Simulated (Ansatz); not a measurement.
Species: fluoromethane, CH₃F, net charge 0, singlet state. 
Coordinates optimised at B3LYP-D3(BJ)/def2-TZVP (Ansatz, a program for electronic structure):
```xyz
5

C     -0.6251     0.0987     0.0634
F      0.7404    -0.1169    -0.0750
H     -0.8995    -0.0428     1.1096
H     -0.8540     1.1182    -0.2499
H     -1.1596    -0.6155    -0.5645
```
Charge 0, spin multiplicity 1.

Basis-set convergence of Hartree-Fock and MP2 correlation energies (hartree) with Ansatz. Valence correlation only, unless marked. No spin-orbit coupling. No relativistic terms.

```json
[
 {"basis": "cc-pVDZ", "functions": "43", "E(HF)": "-139.04475", "E(corr, MP2)": "-0.33405"},
 {"basis": "cc-pVTZ", "functions": "102", "E(HF)": "-139.09412", "E(corr, MP2)": "-0.43437"},
 {"basis": "cc-pVQZ", "functions": "200", "E(HF)": "-139.10577", "E(corr, MP2)": "-0.47007"}
]
```

Extrapolating the two largest sets (X = 3 and 4) as X^-3: E(corr) = (64·(-0.47007) - 27·(-0.43437))/37 = -0.4961 Eh, an estimate of the basis-set limit. The largest set recovers 94.7 % of it, the smallest 67.3 %.
